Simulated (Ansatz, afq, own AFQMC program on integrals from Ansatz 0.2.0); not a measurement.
Two steps: Ansatz 0.2.0 writes the Fock matrix and Cholesky factors of the valence space, and afq projects on them the lowest state that overlaps trial and start.

```yaml
crystal:
  periodic: [false, false, false]
  atoms:
    - {symbol: S, position_ang: [0.000000, 0.000000, 0.000000]}
    - {symbol: Be, position_ang: [0.000000, 0.000000, 1.842500]}
basis:
  gaussian: {orbitals: cc-pVDZ}
total_charge: 1
magnetization: {spin_polarized: true, initial_magnetization: 1}
correlation: {method: ccsd_t, electrons: outside_noble_gas, hamiltonian_folder: ham}
```

```sh
$ ansatz run in.yaml --threads 1 --pin off --events-out ev --progress --plain --max-ram 1843MiB
```

afq runs on the folder ham with

```
--method phaseless --trial hf --walkers 160 --populations 1 --least-time 40 --time-step 0.005 --steps-per-block 20 --equilibration-blocks 112 --max-blocks 600 --target-error 0.0009600 --factor-cut 1e-05 --start spin_pure --seed 5330 --taylor-order 6
```

Times are imaginary, in 1/Eh. The walk had a cap of 512 s.

Output of the walk:

```
orbitals 26  electrons 4 3  factors 184 of 322
reference energy -411.84420207 Eh
CCSD correlation -0.14169574 Eh in 12 cycles, weight of the determinant in the CISD state 0.9153
energy of the start -411.844310 Eh
 block  time / (1/Eh)  mean weight  energy / Eh
     1     0.100  0.9996  -411.867421
     2     0.200  1.0014  -411.887693
     3     0.300  1.0016  -411.908665
     4     0.400  0.9997  -411.920014
     5     0.500  1.0006  -411.929888
     8     0.800  1.0007  -411.957544
    18     1.800  1.0009  -411.996332
    69     6.900  1.0005  -411.992534
   120    12.000  0.9992  -411.995819
   171    17.100  1.0004  -411.986386
   222    22.200  1.0009  -411.995473
   273    27.300  1.0001  -411.995944
   324    32.400  1.0009  -411.990960
   341    34.100  0.9993  -411.956781
   375    37.500  1.0009  -411.992869
   426    42.600  1.0016  -411.981211
   477    47.700  0.9993  -412.027630
   528    52.800  1.0009  -411.990989
   579    57.900  1.0020  -412.003828
   630    63.000  1.0014  -412.010312
   681    68.100  1.0012  -411.976526
   698    69.800  1.0010  -411.985779
blocks merged  error / Eh  count
     1  0.000525  600
     2  0.000701  300
     4  0.000920  150
     8  0.001165  75
    16  0.001352  37
    32  0.001536  18
    64  0.001477  9
energy -411.989851 +/- 0.001536 Eh
(rows thinned)
```

The run passed its tests (sampling time, drift between the halves within three errors, error under three times the target), which doesn't prove that it has relaxed.

Against this walk (error 41.8 meV) on the same determinant: CCSD(T) 18.9 meV lower (within the noise), CCSDT(Q) 51.6 meV lower (within the noise), a separate phaseless walk with a CISD trial and standard settings 40.7 ± 43.1 meV lower (within the noise). The error is statistical and leaves out the bias of the constraint.

Cautions: constraint bias not in the error; error above the target (41.8 against 26.1 meV).

The walk took 110 s on 1 thread of Intel(R) Xeon(R) 6975P-C (Granite Rapids), on a shared host. The log's last line is the phaseless energy.

CCSDT and higher add their correlation energy to the determinant of the CCSD(T) run, since their own runs factorise the integrals more tightly (a shift of under 2 meV). A walk keeps the symmetry of its determinant, which the program's search chose and which needn't be the lowest solution, so a lower state of the same spin and another symmetry isn't excluded.
